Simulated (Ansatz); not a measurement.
# C5H7F: a ladder of functionals and wavefunction methods

One table from this session's results is given with a row withheld; the runs are named, their logs left out.

Method: functionals in def2-TZVPP, the program's frozen cores in correlated methods; program: Ansatz 0.2.0, Gaussian basis.

The runs, in order: LDA (SPW92), PBE-D4, revPBE-D4, BLYP-D4, r2SCAN-D4, B97M-V, PBE0-D4, B3LYP-D4, r2SCANh-D4, r2SCAN0-D4, HSE06-D4, BHLYP-D4, CAM-B3LYP-D4, LC-ωPBE, ωB97X-V, ωB97M-V, B2PLYP, PBE-QIDH; CCSD(T)/def2-SVP; CCSD(T)/def2-TZVPP; MP2/def2-QZVPP; extrapolation to the limit; RPA on PBE.

**The geometry**

The geometry comes from an earlier relaxation with PBE0-D4 in a triple-zeta def2 set; it is a stationary point, not always the lowest conformer.

SMILES `FC1=CCCC1`, 13 atoms, charge 0, spin multiplicity 1.

Atoms are counted from 1 here; the program's logs count them from 0.

Bond lengths: F1–C2 1.334 Å, C2–C3 1.324 Å, C2–C6 1.490 Å, C3–C4 1.499 Å, C3–H7 1.082 Å, C4–C5 1.544 Å, C4–H8 1.093 Å, C4–H9 1.097 Å, C5–C6 1.536 Å, C5–H10 1.092 Å, C5–H11 1.090 Å, C6–H12 1.097 Å, C6–H13 1.093 Å. Angles: F1–C2–C3 125.8°, F1–C2–C6 119.1°, C3–C2–C6 115.1°, C2–C3–C4 109.7°, C2–C3–H7 125.2°, C4–C3–H7 125.0°, C3–C4–C5 103.5°, C3–C4–H8 112.9°, C3–C4–H9 110.6°, C5–C4–H8 111.8°, C5–C4–H9 111.7°, H8–C4–H9 106.4°, C4–C5–C6 106.1°, C4–C5–H10 109.1°, C4–C5–H11 112.6°, C6–C5–H10 109.0°, C6–C5–H11 112.7°, H10–C5–H11 107.3° and more.

The first run:

File in.yaml:

```yaml
crystal:
  periodic: [false, false, false]
  atoms:
    - {symbol: F, position_ang: [2.595838, 0.212793, -0.333460]}
    - {symbol: C, position_ang: [1.293161, 0.015111, -0.126566]}
    - {symbol: C, position_ang: [0.740974, -1.105006, 0.312643]}
    - {symbol: C, position_ang: [-0.736513, -0.910217, 0.478632]}
    - {symbol: C, position_ang: [-1.009571, 0.422929, -0.251720]}
    - {symbol: C, position_ang: [0.344592, 1.143012, -0.344142]}
    - {symbol: H, position_ang: [1.280073, -2.007680, 0.566641]}
    - {symbol: H, position_ang: [-1.324313, -1.730859, 0.058356]}
    - {symbol: H, position_ang: [-1.001837, -0.851917, 1.541598]}
    - {symbol: H, position_ang: [-1.368623, 0.209530, -1.260753]}
    - {symbol: H, position_ang: [-1.772888, 1.023932, 0.243576]}
    - {symbol: H, position_ang: [0.475719, 1.903892, 0.434786]}
    - {symbol: H, position_ang: [0.503788, 1.639781, -1.304691]}
basis:
  gaussian: {orbitals: def2-TZVPP}
hamiltonian: {xc: lda}
output: {orbitals: {seedname: orbitals}}
```

Run with:

```console
> ansatz run in.yaml --threads 4 --pin off --events-out ev --progress --plain --max-ram 10444MiB
```

Steps of the session up to this table: LDA; PBE-D4 (GGA); revPBE-D4 (GGA); BLYP-D4 (GGA); r2SCAN-D4 (meta-GGA); B97M-V (meta-GGA); B3LYP-D4 (hybrid); r2SCANh-D4 (hybrid); r2SCAN0-D4 (hybrid); HSE06-D4 (hybrid); BHLYP-D4 (hybrid); CAM-B3LYP-D4 (range-separated); LC-ωPBE (range-separated); ωB97X-V (range-separated); ωB97M-V (range-separated); B2PLYP (double hybrid); PBE-QIDH (double hybrid).

One table of the session follows, with a row left open; its other results are not shown here.

It belongs to the step «Frontier levels by functional». 

| functional | HOMO (eV) | LUMO (eV) | gap (eV) |
| --- | --- | --- | --- |
| LDA (SPW92) | -5.75 | -0.48 | 5.27 |
| PBE-D4 | -5.61 | -0.26 | 5.35 |
| revPBE-D4 | -5.55 | -0.17 | 5.38 |
| BLYP-D4 | -5.49 | -0.15 | 5.34 |
| r2SCAN-D4 | -5.80 | 0.00 | 5.80 |
| B97M-V | -5.87 | 0.04 | 5.91 |
| PBE0-D4 | -6.79 | 0.78 | 7.57 |
| B3LYP-D4 | -6.60 | 0.51 | 7.11 |
| r2SCANh-D4 | -6.25 | 0.37 | 6.62 |
| r2SCAN0-D4 | -6.92 | 0.93 | 7.85 |
| HSE06-D4 | -6.39 | 0.39 | 6.78 |
| BHLYP-D4 | -7.87 | 1.79 | 9.65 |
| CAM-B3LYP-D4 | -8.14 | 1.91 | 10.05 |
| LC-ωPBE | -9.47 | 3.11 | 12.58 |
| ωB97X-V | -9.11 | 3.03 | 12.14 |
| ωB97M-V | ? | ? | ? |

Q: Estimate the row for ωB97M-V from the others.

The run gave: HOMO (eV): -9.02; LUMO (eV): 2.64; gap (eV): 11.66. In the column «HOMO (eV)» it lies between ωB97X-V (-9.11) and CAM-B3LYP-D4 (-8.14).
